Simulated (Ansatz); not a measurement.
fcc Ir, treated with r²SCAN0 (Ansatz, a program for electronic structure, plane waves, PAW).

Numerical settings: plane-wave cutoff 520 eV, 14×14×14 k mesh, Fermi–Dirac smearing 0.05 eV, no spin polarisation, scalar-relativistic PAW data made under PBE.

Pressure at four volumes; x = ln(V/13.820 Å³). One pressure is withheld.

```
V (Å³/atom)        x  P (GPa)
-----------  -------  -------
13.129       -0.0513    25.13
13.820        0.0000     0.62
14.127        0.0220    -8.13
14.511        0.0488        ?
```

Task: Pass a parabola P(x) through the three rows shown, estimate the bulk modulus and its pressure derivative near zero pressure, and predict the withheld pressure.

Result: Slopes between the rows: (0.62 − (25.13))/(0.0000 − (-0.0513)) = -477.78 and (-8.13 − (0.62))/(0.0220 − (0.0000)) = -397.73 GPa. Their difference over the span 0.0733 is c = 80.05/0.0733 = 1092.1 GPa, so P(x) = 25.13 + (-477.78)(x − (-0.0513)) + 1092.1 (x − (-0.0513))(x − (0.0000)). At the middle row B = −dP/dx = −[-477.78 + 1092.1 × 0.0513] = 421.8 GPa, and B′ = dB/dP = 2c/B = 5.2. At x = 0.0488 the parabola gives -17.36 GPa; the run gives -17.54 GPa. The Birch–Murnaghan fit to the energies at all volumes has B0 = 417 GPa and B′ = 5.0.

Measured, for comparison: bulk modulus 365 GPa (corrected for temperature and zero-point phonon effects; as tabulated in Levämäki et al. (2014), arXiv:1402.3671). Computed (rounded) less measured: bulk modulus +14 %.

Spin–orbit coupling is not included.
